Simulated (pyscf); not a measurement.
# Multi-bond step: H₃C–Zn–Cl (SMILES [CH3][Zn][Cl]) + H₂ (SMILES [H][H]) → CH₄ (SMILES C) + Cl–ZnH (SMILES [Cl][ZnH])

Gas phase, singlet surface, charge 0. Bonds broken: C1–Zn2, C1–H5, H7–H8. Bonds formed: C1–H7, C1–H8, Zn2–H5. PySCF, gas phase, ωB97X-D3(BJ)/def2-SVP geometries.

Transition state (Å):

```xyz
8

C     -1.1201    -0.5467     0.4047
Zn     1.0448     0.9400    -0.4217
Cl     3.0560     1.5983    -0.3221
H     -0.4060    -1.3745     0.2423
H     -0.4928     0.4677    -0.5347
H     -0.8988    -0.0354     1.3593
H     -2.2567    -1.2009     0.6876
H     -2.0179    -1.6948     1.3851
```

One imaginary mode, 1243i cm⁻¹; descent along it reached the two sides named.

```json
[
 {"bond": "C1–Zn2", "change": "breaks", "reactant side (Å)": "1.932", "saddle": "2.8", "product side": "3.0"},
 {"bond": "C1–H5", "change": "breaks", "reactant side (Å)": "1.102", "saddle": "1.518", "product side": "3.6"},
 {"bond": "H7–H8", "change": "breaks", "reactant side (Å)": "0.760", "saddle": "0.887", "product side": "1.786"},
 {"bond": "C1–H7", "change": "forms", "reactant side (Å)": "3.0", "saddle": "1.342", "product side": "1.101"},
 {"bond": "C1–H8", "change": "forms", "reactant side (Å)": "3.8", "saddle": "1.757", "product side": "1.099"},
 {"bond": "Zn2–H5", "change": "forms", "reactant side (Å)": "2.545", "saddle": "1.612", "product side": "1.527"}
]
```

Electronic energies relative to the separated reactants (eV):

```csv
level,barrier,reaction energy,reverse barrier
ωB97X-D3(BJ)/def2-TZVP,4.46,-0.37,4.83
PBE/def2-TZVP,3.79,-0.36,4.16
r²SCAN/def2-TZVP,3.99,-0.38,4.37
B3LYP-D3(BJ)/def2-TZVP,4.05,-0.40,4.45
PBE0-D3(BJ)/def2-TZVP,4.09,-0.39,4.48
M06-2X/def2-TZVP,4.37,-0.32,4.69
ωB97M-D3(BJ)/def2-TZVP,4.32,-0.43,4.74
HF/def2-TZVP,4.87,-0.66,5.53
```

With ωB97M-D3(BJ)/def2-TZVP energies and thermal terms (ideal gas, 1 atm, RRHO with modes under 100 cm⁻¹ raised to 100, one conformer, R ln 2 for chiral ones without a mode under 150 cm⁻¹), in eV:

```csv
T (K),ΔH‡,ΔG‡,ΔH,ΔG
298,4.23,4.52,-0.31,-0.34
600,4.21,4.83,-0.36,-0.35
900,4.22,5.14,-0.39,-0.34
1200,4.24,5.44,-0.41,-0.32
```

This saddle turned up in a search for another step; its sides and bond changes are read from the two ends of the descent. The same reactants have a lower exit, to CH₃• + [Cl–Zn]• + H₂ (no saddle counted: cutting one bond costs +3.29 eV at ωB97M-D3(BJ)/def2-TZVP, against +4.32 eV here). Another saddle between the same species, by other bonds, lies lower (2.06 eV against 4.32 eV at ωB97M-D3(BJ)/def2-TZVP). Elements up to Kr have no core potential and no relativistic terms here.
